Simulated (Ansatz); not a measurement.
**BH2O (SMILES [BH]O): methods side by side**

BH2O: 4 atoms, total charge 0, spin state doublet. As SMILES, `[BH]O`. The coordinates come from a PBE0-D4/def2-TZVP relaxation.

```tsv
atom	x (Å)	y (Å)	z (Å)
B	-0.0061	-0.4855	0.3883
O	0.1197	0.5445	-0.4486
H	-1.0642	-1.0324	0.5403
H	1.0061	0.9132	-0.5003
```

Quantity: the energy change with the B1–H3 bond stretched from 1.201 to 2.402 Å, in eV. The values are calculated.

```
            level                    kind  program  value (eV)  less FCI/STO-3G
  U-revPBE/STO-3G                     GGA   Ansatz        3.95            +0.25
    UBHLYP/STO-3G           global hybrid   Ansatz        4.17            +0.47
     UPBE0/STO-3G           global hybrid   Ansatz        4.19            +0.49
UCAM-B3LYP/STO-3G  range-separated hybrid   Ansatz        4.18            +0.48
   UB2PLYP/STO-3G           double hybrid   Ansatz        4.04            +0.34
   RPA@PBE/STO-3G                     RPA   Ansatz        3.81            +0.11
     UCCSD/STO-3G   coupled cluster or CI   Ansatz        3.74            +0.04
 UCCSDT(Q)/STO-3G   coupled cluster or CI   Ansatz        3.71            +0.01
       FCI/STO-3G      exact in the basis   Ansatz        3.70             0.00
```

FCI/STO-3G is exact within its basis and frozen core, so for wave-function methods in that basis the difference is their error; functionals converge differently with the basis, so for them it is only a difference. The first shape isn't each level's own minimum. The values span 3.70 to 4.19 eV. Spin contamination of the reference (⟨S²⟩ at least 0.1 too high) touches UBHLYP/STO-3G, UPBE0/STO-3G, UB2PLYP/STO-3G, UCCSD/STO-3G, UCCSDT(Q)/STO-3G. All rows use very small basis sets, so none should be taken for the real molecule's value.
